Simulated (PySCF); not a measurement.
**HF/STO-3G run of C2 (SMILES [C]#[C])**

Aim: the vertical electron affinity of C2 at HF/STO-3G, from 2 runs. Input form: a Python script.

Program for the calculation: PySCF 2.14.0.

4 further runs of the same task are left out: 4 set aside as unsound or not needed.

## Step 1: The molecule

C2 has 2 atoms, charge 0, and is taken as a singlet. SMILES: `[C]#[C]`. The coordinates come from a PBE0-D4/def2-TZVP relaxation.

Bond lengths: C1–C2 1.246 Å.

## Step 2: A single-point energy at HF/STO-3G

Input file calc.py:

```python
# C2
from pyscf import gto

system = gto.M(
    atom='''
C      0.000000     0.000000    -0.080691
C      0.000000     0.000000     2.274210
''',
    unit='bohr',
    charge=0,
    max_memory=1860,
    basis='sto-3g',
    verbose=4,
)

calc0 = system.RHF()
calc0.conv_tol = 1e-10
calc0.kernel()
if not calc0.converged:
    calc0 = calc0.newton().run(calc0.mo_coeff, calc0.mo_occ)

energy = calc0.e_tot
print('E(%s) = %.9f' % ('HF', energy))
```

Launch:

```bash
OMP_NUM_THREADS=1 python calc.py
```

What it wrote:

```text
PySCF version 2.14.0

[INPUT] num. atoms = 2
[INPUT] num. electrons = 12
[INPUT] charge = 0
[INPUT] spin (= nelec alpha-beta = 2S) = 0
[INPUT] symmetry False subgroup None
[INPUT] Mole.unit = bohr
[INPUT] Symbol           X                Y                Z      unit          X                Y                Z       unit  Magmom
[INPUT]  1 C      0.000000000000   0.000000000000  -0.042699838326 AA    0.000000000000   0.000000000000  -0.080691000000 Bohr   0.0
[INPUT]  2 C      0.000000000000   0.000000000000   1.203460104846 AA    0.000000000000   0.000000000000   2.274210000000 Bohr   0.0

nuclear repulsion = 15.2872668532563
number of shells = 6
number of NR pGTOs = 30
number of NR cGTOs = 10
basis = sto-3g
ecp = {}

******** <class 'pyscf.scf.hf.RHF'> ********
method = RHF
initial guess = minao
damping factor = 0
level_shift factor = 0
DIIS = <class 'pyscf.scf.diis.CDIIS'>
diis_start_cycle = 1
diis_space = 8
diis_damp = 0
SCF conv_tol = 1e-10
SCF conv_tol_grad = None
SCF max_cycles = 50
direct_scf = True
direct_scf_tol = 1e-13
Set gradient conv threshold to 1e-05
Initial guess from minao.
init E= -74.5614414041711
  HOMO = -0.180554528048051  LUMO = -0.0970763943783515  gap/eV = 2.27156
cycle= 1 E= -74.421372245466  delta_E= 0.14  |g|= 0.0368  |ddm|= 2.24
  HOMO = -0.372302026636115  LUMO = 0.0314138845671941  gap/eV = 10.98567
cycle= 2 E= -74.4218334289776  delta_E= -0.000461  |g|= 0.00863  |ddm|= 0.0331
  HOMO = -0.369133262228968  LUMO = 0.0322934758592583  gap/eV = 10.92338
cycle= 3 E= -74.4218797268354  delta_E= -4.63e-05  |g|= 0.00212  |ddm|= 0.0136
  HOMO = -0.368503804947564  LUMO = 0.0322689872089241  gap/eV = 10.90558
cycle= 4 E= -74.4218826722372  delta_E= -2.95e-06  |g|= 0.000168  |ddm|= 0.00565
  HOMO = -0.36852962045612  LUMO = 0.0322270767604997  gap/eV = 10.90515
cycle= 5 E= -74.4218826841422  delta_E= -1.19e-08  |g|= 4.62e-07  |ddm|= 0.000596
  HOMO = -0.36852926013021  LUMO = 0.0322274170482113  gap/eV = 10.90514
cycle= 6 E= -74.4218826841424  delta_E= -1.71e-13  |g|= 7.56e-09  |ddm|= 7.96e-07
  HOMO = -0.368529259200634  LUMO = 0.0322274080321154  gap/eV = 10.90514
Extra cycle  E= -74.4218826841423  delta_E= 2.84e-14  |g|= 2.55e-09  |ddm|= 9.31e-09
converged SCF energy = -74.4218826841423
E(HF) = -74.421882684
```

Run time: 0.72 s. Hardware: 1 thread of Arm Neoverse V1, shared host; peak memory 0.12 GiB.

## Step 3: The doublet anion at the same level

Input file run.py:

```python
from pyscf import gto, scf

mol = gto.M(
    atom='''
C    0.000000   0.000000  -0.042700
C    0.000000   0.000000   1.203460
''',
    charge=-1,
    basis='sto-3g',
    spin=1,
    verbose=4,
    max_memory=1860,
)

mf = scf.UHF(mol)
mf.conv_tol = 1e-10
mf.kernel()
if not mf.converged:
    mf = mf.newton().run(mf.mo_coeff, mf.mo_occ)

energy = mf.e_tot
print('E = %.10f Eh' % energy)
```

Launch:

```bash
OMP_NUM_THREADS=1 python run.py
```

What it wrote:

```text
PySCF version 2.14.0

[INPUT] num. atoms = 2
[INPUT] num. electrons = 13
[INPUT] charge = -1
[INPUT] spin (= nelec alpha-beta = 2S) = 1
[INPUT] symmetry False subgroup None
[INPUT] Mole.unit = angstrom
[INPUT] Symbol           X                Y                Z      unit          X                Y                Z       unit  Magmom
[INPUT]  1 C      0.000000000000   0.000000000000  -0.042700000000 AA    0.000000000000   0.000000000000  -0.080691305519 Bohr   0.0
[INPUT]  2 C      0.000000000000   0.000000000000   1.203460000000 AA    0.000000000000   0.000000000000   2.274209801869 Bohr   0.0

nuclear repulsion = 15.2872661561276
number of shells = 6
number of NR pGTOs = 30
number of NR cGTOs = 10
basis = sto-3g
ecp = {}

******** <class 'pyscf.scf.uhf.UHF'> ********
method = UHF
initial guess = minao
damping factor = 0
level_shift factor = 0
DIIS = <class 'pyscf.scf.diis.CDIIS'>
diis_start_cycle = 1
diis_space = 8
diis_damp = 0
SCF conv_tol = 1e-10
SCF conv_tol_grad = None
SCF max_cycles = 50
direct_scf = True
direct_scf_tol = 1e-13
number electrons alpha = 7  beta = 6
Set gradient conv threshold to 1e-05
init E= -74.5614412822096
[... the frontier-level lines of each cycle are left out ...]

cycle= 1 E= -74.3901358651458  delta_E= 0.171  |g|= 0.0952  |ddm|= 1.62
cycle= 2 E= -74.396744039063  delta_E= -0.00661  |g|= 0.0261  |ddm|= 0.228
cycle= 3 E= -74.3973073119407  delta_E= -0.000563  |g|= 0.00203  |ddm|= 0.0837
cycle= 4 E= -74.3973110222629  delta_E= -3.71e-06  |g|= 0.000272  |ddm|= 0.00675
cycle= 5 E= -74.3973111013525  delta_E= -7.91e-08  |g|= 4.3e-05  |ddm|= 0.000824
cycle= 6 E= -74.3973111042497  delta_E= -2.9e-09  |g|= 1.5e-06  |ddm|= 0.000103
cycle= 7 E= -74.3973111042527  delta_E= -3.01e-12  |g|= 9.21e-08  |ddm|= 3.26e-06
Extra cycle  E= -74.3973111042527  delta_E= 2.84e-14  |g|= 2.69e-08  |ddm|= 1.27e-07
converged SCF energy = -74.3973111042527  <S^2> = 0.75856824  2S+1 = 2.00855
E = -74.3973111043 Eh
```

Wall time 0.6 s (1 thread of Arm Neoverse V1, shared host); peak memory 0.099 GiB.

## Step 4: Results

Level: HF/STO-3G.

```
                                         quantity         value
                         singlet C2: total energy  -74.42188 Eh
                        singlet C2: dipole moment        0.00 D
                          singlet C2: HOMO energy     -10.03 eV
                          singlet C2: LUMO energy       0.88 eV
                        singlet C2: HOMO–LUMO gap      10.91 eV
                      doublet anion: total energy  -74.39731 Eh
doublet anion: HOMO energy (highest over α and β)       2.47 eV
 doublet anion: LUMO energy (lowest over α and β)      15.33 eV
                              doublet anion: ⟨S²⟩         0.759
vertical electron affinity (to the doublet anion)     -0.669 eV
```

**Reading.** The anion lies 0.67 eV (15.4 kcal/mol) above the neutral: the electron isn't bound at this level, and such a value depends on the basis. Without diffuse functions anions come out too high. Hartree–Fock misses the correlation that binds many anions. In a minimal basis such a difference can be off by several eV, whatever the method. The HOMO (doublet anion) lies at positive energy, 2.47 eV: the electron is unbound at this level or held by a compact basis; values depend on the basis.
